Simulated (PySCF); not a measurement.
# Removing an electron from `BN[SiH3]`

Compound: BH6NSi.
Structure used (PBE0-D3(BJ)/def2-SVP), in Å, numbered top down from 1:
```
atom  x, y, z in Å
B1    -1.331   -0.275    0.014
N2    -0.058   -0.195    0.595
Si3    1.406    0.446   -0.143
H4    -2.248   -0.753    0.643
H5    -1.492    0.139   -1.113
H6     0.030   -0.553    1.543
H7     2.417   -0.637   -0.345
H8     2.016    1.477    0.749
H9     1.030    1.045   -1.451
```

Level: wB97X-D/def2-SVPD (PySCF). Frontier orbitals with their largest atomic shares (Löwdin; up to four atoms above 4 %):

```json
{"orbital": "HOMO−3", "ε (eV)": "-12.43", "main atoms": "Si3 32 %, N2 24 %, H7 18 %, H8 15 %"}
{"orbital": "HOMO−2", "ε (eV)": "-11.80", "main atoms": "Si3 38 %, H9 32 %, H8 12 %, N2 7 %"}
{"orbital": "HOMO−1", "ε (eV)": "-10.81", "main atoms": "B1 37 %, H4 22 %, H5 19 %, N2 12 %"}
{"orbital": "HOMO", "ε (eV)": "-10.39", "main atoms": "?"}
{"orbital": "LUMO", "ε (eV)": "1.74", "main atoms": "B1 50 %, N2 20 %, H5 12 %, H4 11 %"}
{"orbital": "LUMO+1", "ε (eV)": "1.79", "main atoms": "Si3 30 %, B1 29 %, H6 11 %, N2 8 %"}
{"orbital": "LUMO+2", "ε (eV)": "2.36", "main atoms": "Si3 55 %, H8 13 %, H7 12 %, H9 11 %"}
```

Task: What vertical ionisation energy does ΔSCF give, and how far is −ε(HOMO) from it?

Result: ΔSCF: 10.74 eV (1036 kJ/mol; threshold wavelength 115 nm); ⟨S²⟩ of the doublet left behind is 0.759, against 0.75 for a pure doublet. −ε(HOMO) is 10.39 eV, 0.35 eV below it. For the exact functional −ε(HOMO) would equal the first vertical ionisation energy; wB97X-D (range-separated hybrid) falls short of its own ΔSCF value by 3 %. Holes in the HOMO−1 and HOMO−2 were tried too where these lie within 1.2 eV of the HOMO; the lowest converged state counts.

Task: On which atoms does the HOMO lie?

Result: N2 (silicon-bound nitrogen) 47 %, Si3 (SiH3 silicon) 17 %, B1 (three-coordinate boron) 11 %, H7 (Si–H hydrogen) 11 %. The HOMO−1 lies 0.42 eV lower.

Task: What kinetic energy would electrons from this vertical process carry with He I light (21.218 eV)?

Result: 21.22 − 10.74 = 10.48 eV.

Task: Shift the occupied levels rigidly so that −ε(HOMO) equals the ΔSCF value. What binding energies result?

Result: The shift is +0.35 eV: HOMO 10.74, HOMO−1 11.16, HOMO−2 12.15, HOMO−3 12.78 eV. A rigid shift is only a rough guide to the deeper ionisations.

Isolated species at its PBE0-D3(BJ)/def2-SVP geometry, gas phase.
